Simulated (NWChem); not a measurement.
# BHSCl (SMILES S[B]Cl) at 6 levels

We compute a comparison of 6 runs (UPBE0/aug-cc-pVDZ, UPBE0/cc-pVTZ, UPBE0/jun-cc-pV(D+d)Z, USVWN5/6-31G*, USVWN5/6-31G**, USVWN5/6-311G**) of BHSCl. 

The calculation is run with NWChem 7.3.0.

## (1) The system as given

The species is BHSCl (4 atoms), meant as a doublet with charge 0. SMILES: `S[B]Cl`. The shape is that of a PBE0-D4/def2-TZVP optimisation.

Bond lengths: S1–B2 1.766 Å, B2–Cl3 1.722 Å, S1–H4 1.344 Å. Angles: S1–B2–Cl3 124.8°, B2–S1–H4 96.3°.

## (2) Energy and forces at UPBE0/aug-cc-pVDZ (run 1)

Contents of bclhs.xyz:

```xyz
4
BClHS gradient
S      0.566400    -0.789100     0.531400
B     -0.299600     0.475700    -0.345800
Cl    -2.014100     0.616000    -0.427300
H      1.802900    -0.362900     0.221400
```

Contents of bclhs.nw:

```
echo
start bclhs
title "BClHS gradient"
memory total 2200 mb
charge 0

geometry units angstroms noautosym nocenter noautoz
  load format xyz bclhs.xyz
end

basis spherical bse
  * library aug-cc-pVDZ
end

dft
  xc pbe0
  mult 2
  grid fine
  convergence energy 1e-08
  maxiter 100
  mulliken
  print low
end

task dft gradient
```

Run with:

```console
$ nwchem bclhs.nw > bclhs.out
```

Output:

```text
[...]
 d= 0,ls=0.0,diis     1   -883.4703105677 -9.90D+02  8.69D-03  8.66D-02     3.6
[...]
 d= 0,ls=0.0,diis    12   -883.5272103041 -1.14D-09  2.14D-07  8.83D-11    31.1
[...]
         Total DFT energy =     -883.527210304128
      One electron energy =    -1430.104058505329
           Coulomb energy =      498.264026961037
    Exchange-Corr. energy =      -58.032266659160
 Nuclear repulsion energy =      106.345087899324
[...]
      Total Density - Mulliken Population Analysis
     ---------------------------------------------
    Atom       Charge   Shell Charges
 -----------   ------   -------------------------------------------------------
    1 S   16    16.10   2.00  2.04  0.92  0.89  0.04  6.01  2.38  1.71  0.02  0.07  0.02
    2 B    5     4.97   2.02  0.63  0.51  0.04  1.42  0.23  0.00  0.14 -0.03
    3 Cl  17    17.10   2.00  2.04  0.95  0.95  0.03  6.00  3.09  1.96  0.04  0.03  0.02
    4 H    1     0.83   0.69  0.10  0.01  0.03 -0.01
[...]
      <S2> =      0.7542 (Exact =     0.7500)
                         DFT ENERGY GRADIENTS
    atom               coordinates                        gradient
                 x          y          z           x          y          z
   1 S       1.070341  -1.491183   1.004200    0.002740   0.006974  -0.004911
   2 B      -0.566162   0.898943  -0.653467   -0.004631  -0.004547   0.003222
   3 Cl     -3.806097   1.164071  -0.807480    0.007696  -0.000405   0.000214
   4 H       3.406987  -0.685782   0.418385   -0.005804  -0.002022   0.001475
 Task  times  cpu:       53.5s     wall:       53.5s
 Total times  cpu:       53.5s     wall:       53.5s
```

Wall time 54 s (1 thread of Intel Xeon 6975P-C (Granite Rapids), shared host); peak memory 0.12 GiB.

## (3) Energy and forces at UPBE0/cc-pVTZ (run 2)

Contents of sp.nw:

```
start sp
title "BClHS PBE0"
memory stack 880 mb heap 220 mb global 1100 mb

geometry noautosym nocenter noautoz
 S        0.566400      -0.789100       0.531400
 B       -0.299600       0.475700      -0.345800
 Cl      -2.014100       0.616000      -0.427300
 H        1.802900      -0.362900       0.221400
end

basis spherical bse
 * library cc-pVTZ
end

dft
 xc pbe0
 mult 2
 grid fine
 convergence energy 1e-08
 maxiter 100
 mulliken
 print low
end

task dft gradient
```

Run with:

```console
$ nwchem sp.nw > sp.out
```

Output:

```text
[...]
 d= 0,ls=0.0,diis     1   -883.5015557599 -9.90D+02  6.94D-03  1.29D-01     5.8
[...]
 d= 0,ls=0.0,diis    12   -883.5581909281 -1.56D-09  2.11D-07  1.54D-10    52.7
[...]
         Total DFT energy =     -883.558190928095
      One electron energy =    -1430.222319065476
           Coulomb energy =      498.331656747336
    Exchange-Corr. energy =      -58.012616509279
 Nuclear repulsion energy =      106.345087899324
[...]
      Total Density - Mulliken Population Analysis
     ---------------------------------------------
    Atom       Charge   Shell Charges
 -----------   ------   -------------------------------------------------------
    1 S   16    16.04   2.00  1.85  0.23  1.13  0.55  5.80  0.88  2.41  1.07  0.03  0.06  0.01
    2 B    5     5.06   1.96  0.16  0.73  0.31  0.56  0.98  0.20  0.04  0.11  0.02
    3 Cl  17    17.03   2.00  1.84  0.23  1.19  0.62  5.80  1.14  2.86  1.30  0.01  0.03  0.00
    4 H    1     0.87   0.24  0.47  0.11  0.01  0.04  0.00
[...]
      <S2> =      0.7543 (Exact =     0.7500)
                         DFT ENERGY GRADIENTS
    atom               coordinates                        gradient
                 x          y          z           x          y          z
   1 S       1.070341  -1.491183   1.004200    0.000048   0.001776  -0.001247
   2 B      -0.566162   0.898943  -0.653467   -0.001043  -0.001372   0.000963
   3 Cl     -3.806097   1.164071  -0.807480    0.002003  -0.000099   0.000055
   4 H       3.406987  -0.685782   0.418385   -0.001007  -0.000305   0.000228
 Task  times  cpu:       88.8s     wall:       88.8s
 Total times  cpu:       88.8s     wall:       88.8s
```

Run time: 89 s. Hardware: 1 thread of Intel Xeon 6975P-C (Granite Rapids), shared host; peak memory 0.14 GiB.

## (4) Energy and forces at UPBE0/jun-cc-pV(D+d)Z (run 3)

Contents of bclhs.nw:

```
start bclhs
memory stack 880 mb heap 220 mb global 1100 mb

geometry units angstroms noautosym nocenter noautoz
   S        0.566400      -0.789100       0.531400
   B       -0.299600       0.475700      -0.345800
   Cl      -2.014100       0.616000      -0.427300
   H        1.802900      -0.362900       0.221400
end

basis spherical bse
   * library "jun-cc-pV(D+d)Z"
end

dft
   xc pbe0
   mult 2
   grid fine
   convergence energy 1e-08
   iterations 100
   mulliken
   print low
end

task dft gradient
```

Run with:

```console
$ nwchem bclhs.nw > bclhs.out
```

Output:

```text
[...]
 d= 0,ls=0.0,diis     1   -883.4737528078 -9.90D+02  9.11D-03  8.54D-02     2.9
[...]
 d= 0,ls=0.0,diis    11   -883.5308695617 -9.49D-09  6.83D-07  2.26D-09    23.1
[...]
         Total DFT energy =     -883.530869561719
      One electron energy =    -1430.149124703681
           Coulomb energy =      498.309174239567
    Exchange-Corr. energy =      -58.036006996929
 Nuclear repulsion energy =      106.345087899324
[...]
      Total Density - Mulliken Population Analysis
     ---------------------------------------------
    Atom       Charge   Shell Charges
 -----------   ------   -------------------------------------------------------
    1 S   16    15.98   2.00  2.03  0.93  0.83  0.01  6.01  2.38  1.70  0.01  0.00  0.07
    2 B    5     5.17   2.01  0.64  0.51  0.04  1.42  0.39  0.02  0.15
    3 Cl  17    16.97   2.00  2.03  0.96  0.91  0.00  6.00  3.09  1.93  0.02  0.00  0.03
    4 H    1     0.87   0.70  0.14  0.03
[...]
      <S2> =      0.7541 (Exact =     0.7500)
                         DFT ENERGY GRADIENTS
    atom               coordinates                        gradient
                 x          y          z           x          y          z
   1 S       1.070341  -1.491183   1.004200    0.001844   0.003784  -0.002670
   2 B      -0.566162   0.898943  -0.653467   -0.003070  -0.002314   0.001643
   3 Cl     -3.806097   1.164071  -0.807480    0.004602  -0.000251   0.000136
   4 H       3.406987  -0.685782   0.418385   -0.003376  -0.001219   0.000891
 Task  times  cpu:       40.2s     wall:       40.2s
 Total times  cpu:       40.2s     wall:       40.2s
```

It took 41 s on 1 thread of Intel Xeon 6975P-C (Granite Rapids), shared host; peak memory 0.12 GiB.

Runs 4 to 5 aren't shown in full; the table further down has their settings and results.

## (5) Energy and one-electron properties at USVWN5/6-311G(d,p) (run 6)

Contents of run.xyz:

```xyz
4
BClHS properties
S      0.566400    -0.789100     0.531400
B     -0.299600     0.475700    -0.345800
Cl    -2.014100     0.616000    -0.427300
H      1.802900    -0.362900     0.221400
```

Contents of run.nw:

```
start run
title "BClHS properties"
memory 2200 mb

geometry noautosym nocenter noautoz
  load format xyz run.xyz
end

basis spherical bse
  S library 6-311G**
  B library 6-311G**
  Cl library 6-311G**
  H library 6-311G**
end

dft
  xc slater vwn_5
  mult 2
  grid fine
  convergence energy 1e-08
  maxiter 100
  mulliken
  noprint "final vectors analysis"
end

property
  dipole
  quadrupole
  mulliken
end

task dft property
```

Run with:

```console
$ nwchem run.nw > run.out
```

Output:

```text
[...]
          Wavefunction type:  spin polarized.
          No. of atoms     :     4
          No. of electrons :    39
[...]
          Charge           :     0
          Spin multiplicity:     2
[...]
          AO basis - number of functions:    76
[...]
              XC Information
              --------------
                        Slater Exchange Functional  1.000 local
                      VWN V Correlation Functional  1.000 local
[...]
 d= 0,ls=0.0,diis     1   -880.6455624745 -9.87D+02  1.14D-02  1.39D+00     0.7
[...]
 d= 0,ls=0.0,diis    11   -880.7326363348 -8.72D-09  3.89D-07  7.48D-10     4.8
[...]
         Total DFT energy =     -880.732636334783
      One electron energy =    -1429.751972596041
           Coulomb energy =      497.774019246551
    Exchange-Corr. energy =      -55.099770884617
 Nuclear repulsion energy =      106.345087899324
[...]
      Total Density - Mulliken Population Analysis
     ---------------------------------------------
    Atom       Charge   Shell Charges
 -----------   ------   -------------------------------------------------------
    1 S   16    15.99   0.77  1.20  0.91  1.08  1.12  0.79  1.87  4.00  1.10  2.51  0.60  0.05
    2 B    5     5.10   1.11  0.87  0.42  0.73  1.00  0.45  0.41  0.11
    3 Cl  17    17.04   0.77  1.19  0.88  1.11  1.03  0.97  7.44 -1.53  1.12  2.87  1.18  0.02
    4 H    1     0.87   0.23  0.52  0.08  0.03
[...]
      <S2> =      0.7531 (Exact =     0.7500)
[...]
   Dipole moment        1.3254617333 Debye(s)
             DMX        1.2425483026 DMXEFC        0.0000000000
             DMY       -0.3834465265 DMYEFC        0.0000000000
             DMZ        0.2566929749 DMZEFC        0.0000000000
   -EFC- dipole         0.0000000000 DEBYE(S)
   Total dipole         1.3254617333 DEBYE(S)
[...]
```

Wall time 5.4 s (1 thread of Intel Xeon 6975P-C (Granite Rapids), shared host); peak memory 0.11 GiB.

Atomic charges (e):

```tsv
atom	Mulliken	Löwdin
S1	+0.015	+0.340
B2	-0.104	-0.610
Cl3	-0.042	+0.280
H4	+0.130	-0.020
```

## (6) The series

```tsv
run	level	task	energy (Eh)	⟨S²⟩	wall time
1	UPBE0/aug-cc-pVDZ	gradient	-883.527210	0.754	54 s
2	UPBE0/cc-pVTZ	gradient	-883.558191	0.754	89 s
3	UPBE0/jun-cc-pV(D+d)Z	gradient	-883.530870	0.754	41 s
4	USVWN5/6-31G* (spherical functions)	properties	-880.646044	0.753	4.2 s
5	USVWN5/6-31G** (spherical functions)	properties	-880.649064	0.753	4.5 s
6	USVWN5/6-311G**	properties	-880.732636	0.753	5.4 s
```

## (7) What came out

| quantity | value |
| --- | --- |
| run 6: total energy | -880.73264 Eh |
| run 6: dipole moment | 1.33 D |
| run 6: ⟨S²⟩ | 0.753 |

What this shows: Over runs 4, 5, 6 the dipole moment (its size) runs from 1.24 D (USVWN5/6-31G**) to 1.33 D (USVWN5/6-311G**). Totals of different functionals can't be ranked against each other. All runs together took 3.3 min, the longest 89 s.
